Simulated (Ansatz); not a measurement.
Basis-set extrapolation for `[CH2]S(C)=O` radical (PBE0-D4/def2-TZVP geometry, frozen core, Ansatz). Multiplicity 2, UHF reference.

```
                      def2-TZVPP   def2-QZVPP
                 HF  -551.023770  -551.044178
    MP2 correlation    -0.740108    -0.798122
CCSD(T) correlation    -0.811284      not run
```

Energies in hartree. Use E(X) = E(∞) + A·exp(−7.88·√X) for Hartree–Fock and E(X) = E(∞) + B·X^(−2.97) for correlation, with X = 3 and 4, and add CCSD(T) minus MP2 of the smaller set to the MP2 limit.

Problem. What is the CCSD(T) energy at the basis-set limit?

Solution. HF limit: -551.044178 + (-0.020408) × 0.13774 = -551.04699. MP2 limit: -0.798122 + (-0.058014) × 0.74074 = -0.84110. Higher-order term: -0.811284 − (-0.740108) = -0.07118. Total: -551.95927 hartree, 77.9 kcal/mol below CCSD(T)/def2-TZVPP.
